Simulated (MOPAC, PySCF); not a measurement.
H3N, SMILES `N`, neutral singlet in the gas phase. 

Cartesian coordinates (Å):
```xyz
4

N      0.0042    -0.0005     0.3039
H     -0.4978    -0.7932    -0.0958
H     -0.4402     0.8267    -0.0938
H      0.9337    -0.0330    -0.1143
```
Charge 0, multiplicity 1.

All levels are single points at this geometry (PBE0-D3(BJ)/def2-SVP); Pople sets use spherical d functions. Orbital energies aren't observables, and empty levels follow the basis.

M06-2X/6-31G* in PySCF gives HOMO (eV) = -8.85.

### Question
Estimate the HOMO (eV) from each of these levels: B3LYP-D3(BJ)/def2-TZVP in PySCF; M06-2X/def2-TZVP in PySCF; B3LYP/6-311+G** in PySCF; BP86/6-31G* in PySCF; SVWN5/6-31G* in PySCF; HF/6-31G* in PySCF; AM1 in MOPAC; PM6 in MOPAC.

### Answer

```
level                            HOMO (eV)
-------------------------------  ---------
B3LYP-D3(BJ)/def2-TZVP in PySCF      -7.44
M06-2X/def2-TZVP in PySCF            -9.31
B3LYP/6-311+G** in PySCF             -7.53
BP86/6-31G* in PySCF                 -5.58
SVWN5/6-31G* in PySCF                -5.47
HF/6-31G* in PySCF                  -11.58
AM1 in MOPAC                        -10.74
PM6 in MOPAC                        -10.29
```
